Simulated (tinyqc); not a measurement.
Worked calculation: ROHF in the sto-6g basis, for OH+, spin multiplicity 3. This run ends on a higher stationary point, not on the lowest solution. One step of it, computed by the program tinyqc.

Task: Iteration 1: diagonalisation and new density. Diagonalise F' = X^T F X, C = X C', fill 5 alpha and 3 beta electrons from the bottom; D(s) = C_occ C_occ^T. Each column has its largest component positive (the first on a tie).

effective F (hartree), order 1O 1s, 1O 2s, 1O 2px, 1O 2py, 1O 2pz, 2H 1s:
$$\begin{pmatrix}
-22.550218 & -5.166292 & -0.151321 & 0.289616 & -0.040484 & -0.642395 \\
-5.166292 & -3.017280 & -0.113503 & 0.015974 & -0.108980 & -0.692352 \\
-0.151321 & -0.113503 & -1.210944 & 0.012611 & 0.053348 & -0.172486 \\
0.289616 & 0.015974 & 0.012611 & -1.397739 & -0.004624 & -0.012780 \\
-0.040484 & -0.108980 & 0.053348 & -0.004624 & -1.333274 & -0.444027 \\
-0.642395 & -0.692352 & -0.172486 & -0.012780 & -0.444027 & -0.497631
\end{pmatrix}$$

X, order 1O 1s, 1O 2s, 1O 2px, 1O 2py, 1O 2pz, 2H 1s:
$$\begin{pmatrix}
1.021457 & -0.124601 & 0.000000 & 0.000000 & -0.004438 & 0.016165 \\
-0.124601 & 1.068874 & 0.000000 & 0.000000 & 0.042802 & -0.188510 \\
0.000000 & 0.000000 & 1.000000 & 0.000000 & 0.000000 & 0.000000 \\
0.000000 & 0.000000 & 0.000000 & 1.000000 & 0.000000 & 0.000000 \\
-0.004438 & 0.042802 & 0.000000 & 0.000000 & 1.038154 & -0.168653 \\
0.016165 & -0.188510 & 0.000000 & 0.000000 & -0.168653 & 1.084657
\end{pmatrix}$$

Give: F' = X^T F X; orbital energies; coefficients C; D(alpha) after iteration 1; D(beta) after iteration 1.

Result:

F' = X^T F X (hartree):
$$\begin{pmatrix}
-22.2784 & -2.3517 & -0.1435 & 0.2937 & -0.0438 & -0.0560 \\
-2.3517 & -2.1949 & -0.0677 & -0.0168 & -0.0829 & -0.1995 \\
-0.1435 & -0.0677 & -1.2109 & 0.0126 & 0.0803 & -0.1771 \\
0.2937 & -0.0168 & 0.0126 & -1.3977 & -0.0032 & -0.0114 \\
-0.0438 & -0.0829 & 0.0803 & -0.0032 & -1.2999 & -0.1980 \\
-0.0560 & -0.1995 & -0.1771 & -0.0114 & -0.1980 & -0.2887
\end{pmatrix}$$

orbital energies (hartree): MO1 -22.5555, MO2 -1.9703, MO3 -1.3907, MO4 -1.3483, MO5 -1.2057, MO6 -0.2001

coefficients C, order 1O 1s, 1O 2s, 1O 2px, 1O 2py, 1O 2pz, 2H 1s:
$$\begin{pmatrix}
1.0003 & -0.2332 & 0.0341 & 0.0193 & 0.0357 & 0.0371 \\
-0.0016 & 1.0273 & -0.0858 & -0.0770 & -0.2065 & -0.2899 \\
0.0071 & 0.0803 & -0.1138 & -0.4493 & 0.8642 & -0.1781 \\
-0.0137 & 0.0875 & 0.9888 & -0.0964 & 0.0706 & -0.0071 \\
0.0025 & 0.1677 & 0.0427 & 0.8978 & 0.3841 & -0.3529 \\
-0.0021 & -0.0598 & -0.0066 & -0.0534 & 0.2021 & 1.0924
\end{pmatrix}$$

D(alpha) after iteration 1, order 1O 1s, 1O 2s, 1O 2px, 1O 2py, 1O 2pz, 2H 1s:
$$\begin{pmatrix}
1.0578 & -0.2529 & 0.0066 & 0.0003 & -0.0041 & 0.0178 \\
-0.2529 & 1.1113 & -0.0516 & -0.0021 & 0.0202 & -0.0985 \\
0.0066 & -0.0516 & 0.9683 & -0.0013 & -0.0629 & 0.1946 \\
0.0003 & -0.0021 & -0.0013 & 0.9999 & -0.0025 & 0.0077 \\
-0.0041 & 0.0202 & -0.0629 & -0.0025 & 0.9835 & 0.0194 \\
0.0178 & -0.0985 & 0.1946 & 0.0077 & 0.0194 & 0.0473
\end{pmatrix}$$

D(beta) after iteration 1, order 1O 1s, 1O 2s, 1O 2px, 1O 2py, 1O 2pz, 2H 1s:
$$\begin{pmatrix}
1.0562 & -0.2441 & -0.0155 & -0.0004 & -0.0352 & 0.0116 \\
-0.2441 & 1.0627 & 0.0922 & 0.0051 & 0.1687 & -0.0608 \\
-0.0155 & 0.0922 & 0.0195 & -0.1056 & 0.0086 & -0.0041 \\
-0.0004 & 0.0051 & -0.1056 & 0.9857 & 0.0569 & -0.0117 \\
-0.0352 & 0.1687 & 0.0086 & 0.0569 & 0.0300 & -0.0103 \\
0.0116 & -0.0608 & -0.0041 & -0.0117 & -0.0103 & 0.0036
\end{pmatrix}$$
